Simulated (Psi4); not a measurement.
## Psi4 timings: SiNH5 (SMILES [SiH3]N)

SiNH5: 7 atoms, total charge 0, spin state singlet. As SMILES, `[SiH3]N`. The coordinates come from a PBE0-D4/def2-TZVP relaxation.

| atom | x (Å) | y (Å) | z (Å) |
| --- | --- | --- | --- |
| Si | -0.4130 | -0.2927 | -0.4224 |
| N | 0.6118 | 0.3487 | 0.8013 |
| H | -0.0183 | -1.7063 | -0.6533 |
| H | -1.8132 | -0.2171 | 0.0689 |
| H | -0.3679 | 0.4027 | -1.7440 |
| H | 0.3916 | 1.2382 | 1.2195 |
| H | 1.6091 | 0.2265 | 0.7299 |

Program: Psi4 1.11. Hardware: 1 thread of Intel Xeon at 2.50GHz (Skylake/Cascade Lake), shared host, so times are rough. Two-electron integrals are exact unless an approximation is named.

Task: Estimate their order by wall time, quickest first.
A. energy at M06-L/def2-TZVP, grid 99 radial × 590 angular
B. energy at MP2/def2-TZVP, 6 core orbitals frozen
C. energy at wB97X/def2-TZVP, grid 99 radial × 590 angular

Result: B (14 s), C (38 s), A (95 s).
